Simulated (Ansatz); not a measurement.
A nudged elastic band was laid between two geometries of AlClFH (4 atoms, charge 0, multiplicity 1).

The calculation used RKS PBE-D4/def2-SVP in Ansatz.

| Property | Result |
| --- | --- |
| movable images | 1 |
| climbing image | no |
| spring | 5.0 eV/Å² |
| optimiser | quadratic models (default) |
| start path | through a guess of the saddle point |
| force threshold | 0.03 eV/Å |
| iteration limit | 60 |
| end points | relaxed |

Initial state:

```xyz
4
Properties=species:S:1:pos:R:3
Al 0.336 0.000 0.247
H 0.338 0.000 1.823
F 1.787 0.000 -0.584
Cl -1.429 0.000 -0.891
```

Final state:

```xyz
4
Properties=species:S:1:pos:R:3
Al -0.883 0.000 0.634
H 1.731 0.000 1.183
F 1.489 0.000 0.272
Cl -1.305 0.000 -1.493
```

(1) What changes between the two ends?

(2) What energy profile does the band end with?

The band took 11 iterations and of the order of 7 core-seconds.

Answers

(1) Bonds broken: Al1–H2, Al1–F3. Bonds formed: H2–F3. AlClFH becomes AlCl + FH.

(2) It converged. The highest image is number 2 of 0 to 2, 51.5 kcal/mol above the first end and 0.0 kcal/mol above the last; the last end lies 51.5 kcal/mol above the first. The highest image is an end point: on this band no image between the ends rises above it. So few images can step over the top or miss a turn of the path. The orbitals stay closed-shell, which can raise the energy where a bond breaks towards radicals; this wasn't checked here.

```
image  path coordinate (Å)  energy (kcal/mol)  Al1–H2 (Å)  Al1–F3 (Å)  H2–F3 (Å)
    0                 0.00                0.0        1.58        1.67       2.81
    1                 1.16               48.2        1.68        1.73       1.75
    2                 2.33               51.5        2.67        2.40       0.94
```

Run time: 7 s on 1 thread of Intel(R) Xeon(R) 6975P-C (Granite Rapids) (shared host), peak memory 0.12 GiB.
